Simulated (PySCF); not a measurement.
An unknown gives this computed stick spectrum. Method used: TDDFT PBE0/def2-SVPD, vertical, gas phase, core orbitals frozen in the response in PySCF. Geometries: GFN2-xTB, one conformer each.

| state | ν̃ (cm⁻¹) | f | main configurations (H = HOMO, L = LUMO) |
| --- | --- | --- | --- |
| S1 | 32550 | 0.0002 | H→L (100%) |
| S2 | 45500 | 0.072 | H-1→L (85%), H→L+1 (12%) |
| S3 | 49940 | 0.0001 | H-2→L (95%) |
| S4 | 56730 | 0.0055 | H-1→L+1 (82%), H-3→L (12%) |
| S5 | 57000 | 0.0085 | H-3→L (84%), H-1→L+1 (13%) |
| S6 | 57500 | 0.070 | H-4→L (49%), H→L+1 (42%) |
| S7 | 61960 | 0.264 | H→L+1 (40%), H-4→L (34%), H-2→L+1 (20%) |
| S8 | 63760 | 0.0005 | H-5→L (95%) |

Triplets computed (Tamm–Dancoff): 3.37, 3.48, 5.66 eV.

Problem. Which candidate is it?
A. `C/C=C/C#N`
B. `N#C[C@H]1C=N1`
C. `Clc1cnsn1`
D. `N#CC1=NC1`

Solution. D. Its S1, at 4.04 eV, is the lowest among the candidates; the nearest of the others has S1 at 5.03 eV. S1 is HOMO→LUMO (100%). Löwdin shares by element: HOMO nitrogen 49%, carbon 42% or more; LUMO nitrogen 54%, carbon 42% or more. At the same level the other candidates give, for their lowest levels:
- `N#C[C@H]1C=N1`: 5.04 eV (f 0.003); 6.83 eV (f 0.017); 6.95 eV (f 0.017); 7.40 eV (f 0.035); 7.53 eV (f 0.076); T1 4.31 eV; HOMO -8.57, LUMO -1.69 eV
- `C/C=C/C#N`: 6.27 eV (f 0.439); 6.44 eV (f 0.000); 6.96 eV (f 0.001); 7.43 eV (f 0.008); 7.51 eV (f 0.001); T1 3.70 eV; HOMO -7.99, LUMO -1.37 eV
- `Clc1cnsn1`: 5.03 eV (f 0.000); 5.30 eV (f 0.160); 6.05 eV (f 0.000); 6.18 eV (f 0.004); 6.62 eV (f 0.009); T1 3.78 eV; HOMO -7.98, LUMO -1.98 eV
